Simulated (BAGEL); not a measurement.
# C2H2F4 (norflurane), step by step

We compute the energy (HF/x2c-SVPall), then the energy (CASSCF(2,2)/x2c-SVPall) of C2H2F4 (norflurane). 

The calculation is run with BAGEL 1.2.2.

1 further run of the same task is left out (set aside as unsound or not needed).

### Step 1. Starting point

C2H2F4: 8 atoms, total charge 0, spin state singlet. SMILES: `FCC(F)(F)F`. Geometry: relaxed at PBE0-D4/def2-TZVP.

Bond lengths: F1–C2 1.364 Å, C2–C3 1.514 Å, C3–F4 1.332 Å, C3–F5 1.339 Å, C3–F6 1.332 Å, C2–H7 1.092 Å, C2–H8 1.092 Å. Some angles: F1–C2–C3 109.8°, C2–C3–F4 111.9°, C2–C3–F5 108.9°, C2–C3–F6 111.9°, F4–C3–F5 108.1°, F4–C3–F6 107.9°, F5–C3–F6 108.1°, F1–C2–H7 109.7°, F1–C2–H8 109.7°, C3–C2–H7 108.6°.

### Step 2. A single-point energy at HF/x2c-SVPall (density fitting with svp-jkfit) (run 1)

Input file calc.json:

```json
{ "bagel" : [

{
  "title" : "molecule",
  "basis" : "x2c-svpall.json",
  "df_basis" : "svp-jkfit",
  "geometry" : [
    { "atom" : "F", "xyz" : [    -0.42443249,    -2.84687241,     1.72947735 ] },
    { "atom" : "C", "xyz" : [    -0.39911016,    -1.39423993,    -0.40005502 ] },
    { "atom" : "C", "xyz" : [     0.39911016,     1.27424233,     0.25605789 ] },
    { "atom" : "F", "xyz" : [     2.71062315,     1.34416219,     1.25175458 ] },
    { "atom" : "F", "xyz" : [     0.41025954,     2.66791534,    -1.85590003 ] },
    { "atom" : "F", "xyz" : [    -1.18032294,     2.35006341,     1.89520633 ] },
    { "atom" : "H", "xyz" : [     0.94864251,    -2.17053943,    -1.75763427 ] },
    { "atom" : "H", "xyz" : [    -2.29091498,    -1.33244589,    -1.22435356 ] }
  ]
},

{ "title" : "hf" },

{ "title" : "print", "file" : "orbitals.molden", "orbitals" : "true" }

]}
```

The basis set x2c-SVPall is read from a file made from the Basis Set Exchange's data (not shown).

Started as:

```console
$ BAGEL_NUM_THREADS=1 BAGEL calc.json > calc.out
```

Output:

```text
* using 1 threads per process

  ===============================================================
  ===============================================================

  *** Geometry ***

  { "atom" : "F", "xyz" : [     -0.424432,     -2.846872,      1.729477 ] },
  { "atom" : "C", "xyz" : [     -0.399110,     -1.394240,     -0.400055 ] },
  { "atom" : "C", "xyz" : [      0.399110,      1.274242,      0.256058 ] },
  { "atom" : "F", "xyz" : [      2.710623,      1.344162,      1.251755 ] },
  { "atom" : "F", "xyz" : [      0.410260,      2.667915,     -1.855900 ] },
  { "atom" : "F", "xyz" : [     -1.180323,      2.350063,      1.895206 ] },
  { "atom" : "H", "xyz" : [      0.948643,     -2.170539,     -1.757634 ] },
  { "atom" : "H", "xyz" : [     -2.290915,     -1.332446,     -1.224354 ] },

  Number of auxiliary basis functions:      494

  Since a DF basis is specified, we compute 2- and 3-index integrals:
    o Being stored without compression. Storage requirement is 0.035 GB

  Number of basis functions:       94
  Number of electrons      :       50

    * METHOD: MOLECULE                             0.21

  *** RHF ***

  === Nuclear Repulsion ===
   273.0399611140

      * DIIS with orbital gradients will be used.

  === RHF iteration (x2c-svpall.json) ===
      0       -473.97263803          0.02090528           0.07
      1       -474.16209703          0.01376736           0.06
      2       -474.26204169          0.00123838           0.07
      3       -474.26363698          0.00025590           0.06
      4       -474.26369542          0.00007839           0.07
      5       -474.26370240          0.00002496           0.07
      6       -474.26370308          0.00001026           0.07
      7       -474.26370318          0.00000212           0.07
      8       -474.26370318          0.00000103           0.07
      9       -474.26370318          0.00000028           0.07
     10       -474.26370318          0.00000006           0.06
     11       -474.26370318          0.00000003           0.06
     12       -474.26370318          0.00000001           0.07
    * SCF iteration converged.

    * Permanent dipole moment:
           (    0.233751,     0.392450,     0.802641) a.u.

    * METHOD: HF                                   1.00

    * METHOD: PRINT                                0.01

  ===============================================================
```

Run time: 1.4 s. Hardware: 1 thread of Intel Xeon 6975P-C (Granite Rapids), shared host; peak memory 0.14 GiB.

### Step 3. A single-point energy at CASSCF(2,2)/x2c-SVPall (density fitting with svp-jkfit) (run 2)

Input file input.json:

```json
{ "bagel" : [

{
  "title" : "molecule",
  "basis" : "x2c-svpall.json",
  "df_basis" : "svp-jkfit",
  "angstrom" : false,
  "geometry" : [
    { "atom" : "F", "xyz" : [    -0.42443249,    -2.84687241,     1.72947735 ] },
    { "atom" : "C", "xyz" : [    -0.39911016,    -1.39423993,    -0.40005502 ] },
    { "atom" : "C", "xyz" : [     0.39911016,     1.27424233,     0.25605789 ] },
    { "atom" : "F", "xyz" : [     2.71062315,     1.34416219,     1.25175458 ] },
    { "atom" : "F", "xyz" : [     0.41025954,     2.66791534,    -1.85590003 ] },
    { "atom" : "F", "xyz" : [    -1.18032294,     2.35006341,     1.89520633 ] },
    { "atom" : "H", "xyz" : [     0.94864251,    -2.17053943,    -1.75763427 ] },
    { "atom" : "H", "xyz" : [    -2.29091498,    -1.33244589,    -1.22435356 ] }
  ]
},

{ "title" : "hf" },

{ "title" : "casscf", "nstate" : 1, "nact" : 2, "nclosed" : 24, "active" : [10, 28], "maxiter" : 200, "natocc" : true },

{ "title" : "print", "file" : "orbitals.molden", "orbitals" : true }

]}
```

The basis set x2c-SVPall is read from a file made from the Basis Set Exchange's data (not shown).

Started as:

```console
$ BAGEL_NUM_THREADS=1 BAGEL input.json > input.out
```

Output:

```text
* using 1 threads per process

  ===============================================================
  ===============================================================

  *** Geometry ***

  { "atom" : "F", "xyz" : [     -0.424432,     -2.846872,      1.729477 ] },
  { "atom" : "C", "xyz" : [     -0.399110,     -1.394240,     -0.400055 ] },
  { "atom" : "C", "xyz" : [      0.399110,      1.274242,      0.256058 ] },
[... 4 lines of this table left out ...]
  { "atom" : "H", "xyz" : [     -2.290915,     -1.332446,     -1.224354 ] },

  Number of auxiliary basis functions:      494

  Since a DF basis is specified, we compute 2- and 3-index integrals:
    o Being stored without compression. Storage requirement is 0.035 GB

  Number of basis functions:       94
  Number of electrons      :       50

    * METHOD: MOLECULE                             0.18

  *** RHF ***

  === Nuclear Repulsion ===
   273.0399611140

      * DIIS with orbital gradients will be used.

  === RHF iteration (x2c-svpall.json) ===
      0       -473.97263803          0.02090528           0.07
      1       -474.16209703          0.01376736           0.06
      2       -474.26204169          0.00123838           0.07
[... 9 lines of this table left out ...]
     12       -474.26370318          0.00000001           0.07
    * SCF iteration converged.

    * Permanent dipole moment:
           (    0.233751,     0.392450,     0.802641) a.u.

    * METHOD: HF                                   0.99

  ---------------------------
      CASSCF calculation
  ---------------------------

    ==== Active orbitals : =====
         Orbital 10
         Orbital 28
    ============================

    * nstate   :      1
    * nclosed  :     24
    * nact     :      2
    * nvirt    :     68
  === CASSCF iteration (x2c-svpall.json) ===

    * Using the second-order algorithm

      0  0      -474.26406818     8.03e-05      0.02

      1  0      -474.27607582     7.96e-04      0.32
[... 25 lines of this table left out ...]
     14  0      -474.28765645     6.53e-09      0.30

    * Second-order optimization converged. *

     guess   0:   closed 1.                   open ..

  === FCI iteration ===

      0  0      -474.26329619     1.15e-01      0.00
      1  0      -474.28756811     5.34e-03      0.00
      2  0 *    -474.28765645     2.31e-15      0.00

     * ci vector, state   0, <S^2> = 0.0000
       2.     0.9944509746
       .2    -0.1052010412

    * METHOD: CASSCF                               5.53

    * METHOD: PRINT                                0.01

  ===============================================================
```

Wall time 6.9 s (1 thread of Intel Xeon 6975P-C (Granite Rapids), shared host); peak memory 0.14 GiB.

### Step 4. What came out

| quantity | value |
| --- | --- |
| run 1, HF/x2c-SVPall: total energy | -474.26370 Eh |
| run 1, HF/x2c-SVPall: dipole moment | 2.35 D |
| run 1, HF/x2c-SVPall: HOMO energy | -15.25 eV |
| run 1, HF/x2c-SVPall: LUMO energy | 4.91 eV |
| run 1, HF/x2c-SVPall: HOMO–LUMO gap | 20.16 eV |
| run 2, CASSCF(2,2)/x2c-SVPall: total energy | -474.28766 Eh |

**Reading.** The basis (run 1, HF/x2c-SVPall) was made for a relativistic Hamiltonian, but the run is non-relativistic. The basis (run 2, CASSCF(2,2)/x2c-SVPall) was made for a relativistic Hamiltonian, but the run is non-relativistic.
